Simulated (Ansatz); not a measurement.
Si₂Cl. Charge 0, multiplicity 2. Geometry r2SCAN-D4/def2-TZVP.

Cartesian coordinates in Å:
```
Si 0.021 0.017 -0.017
Si -1.370 -1.150 1.109
Cl 1.349 1.133 -1.092
```

B3LYP takes the VWN-RPA correlation. HSE06 is defined as in plane-wave codes, on full-range PBE exchange. The structure comes from a short search, and lower isomers may exist.

**Question.** Estimate the α-spin orbital energies around the gap (eV) in Ansatz with r2SCAN-D4/def2-TZVP, B3LYP-D4/def2-TZVP, PBE0-D4/def2-SVP, PBE0-D4/def2-TZVPD, HSE06-D4/def2-TZVP.

**Answer.** 
```csv
orbital,r2SCAN-D4/def2-TZVP,B3LYP-D4/def2-TZVP,PBE0-D4/def2-SVP,PBE0-D4/def2-TZVPD,HSE06-D4/def2-TZVP
HOMO−9,-97.05,-99.49,-100.55,-100.44,-100.01
HOMO−8,-96.99,-99.43,-100.47,-100.38,-99.95
HOMO−7,-22.46,-23.46,-24.04,-24.08,-23.63
HOMO−6,-14.18,-15.00,-15.48,-15.45,-15.00
HOMO−5,-11.91,-12.57,-12.94,-12.96,-12.53
HOMO−4,-9.66,-10.32,-10.62,-10.71,-10.28
HOMO−3,-9.52,-10.20,-10.49,-10.59,-10.16
HOMO−2,-7.77,-8.36,-8.54,-8.58,-8.18
HOMO−1,-6.18,-6.39,-6.72,-6.76,-6.36
HOMO,-5.33,-5.77,-6.04,-6.03,-5.64
LUMO,-2.90,-2.38,-2.18,-2.34,-2.61
LUMO+1,-2.67,-2.07,-2.00,-2.04,-2.39
LUMO+2,-2.06,-1.62,-1.46,-1.54,-1.88
LUMO+3,2.04,1.78,2.96,0.39,1.67
LUMO+4,3.35,3.46,5.06,0.82,3.27
LUMO+5,3.54,3.74,5.68,1.28,3.46
β HOMO,-5.18,-5.61,-5.83,-5.84,-5.45
β LUMO,-4.43,-4.07,-3.89,-3.84,-4.21
```
